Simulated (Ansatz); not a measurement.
# SiO₂+ (quartet): the correlation ladder, def2-QZVPP

An exercise on one series of results from a longer session: the logs are not shown, and one member is left open.

Method: def2-QZVPP, core rule «outside noble gas», up to 7 orbitals frozen; program: Ansatz 0.2.0, Gaussian basis.

Plan: UHF; ROHF; CCSD(T) on UHF.

2 further runs of the same task are left out: 2 set aside as unsound or not needed.

### What is computed

The geometry is a PBE0/def2-TZVP stationary point (not a proven minimum) of the parent state, kept for this charge and spin.

3 atoms, charge 1, spin multiplicity 4.

Atoms are counted from 1 here; the program's logs count them from 0.

Bond lengths: Si1–O2 1.578 Å, Si1–O3 1.578 Å. Angles: O2–Si1–O3 111.8°.

Coordinates:

```xyz
3

Si    0.00000   -0.47122    0.00000
O     0.00000    0.41359   -1.30654
O     0.00000    0.41359    1.30654
```

The first run:

in.yaml

```yaml
crystal:
  periodic: [false, false, false]
  atoms:
    - {symbol: Si, position_ang: [0.000000, -0.471221, 0.000000]}
    - {symbol: O, position_ang: [0.000000, 0.413593, -1.306543]}
    - {symbol: O, position_ang: [0.000000, 0.413593, 1.306543]}
basis:
  gaussian: {orbitals: "def2-QZVPP.json"}
total_charge: 1
magnetization: {spin_polarized: true, initial_magnetization: 3}
hamiltonian: {xc: hf}
output: {orbitals: {seedname: orbitals}}
```

Launch:

```sh
> ansatz run in.yaml --threads 1 --pin off --events-out ev --progress --plain --max-ram 2393MiB
```

Steps of the session up to this table: UHF; ROHF; CCSD(T) on UHF.

One table of the session follows, with a row left open; its other results are not shown here.

| method | from UCCSD(T) (kcal/mol) |
| --- | --- |
| ROHF | ? |
| UHF | +314.91 |
| UMP2 | +26.05 |
| UCCSD | +11.30 |
| UCCSD(T) | 0 |

**Question.** Estimate the row for ROHF.

As computed: from UCCSD(T) (kcal/mol): +321.91. In the column «from UCCSD(T) (kcal/mol)» it is the highest.
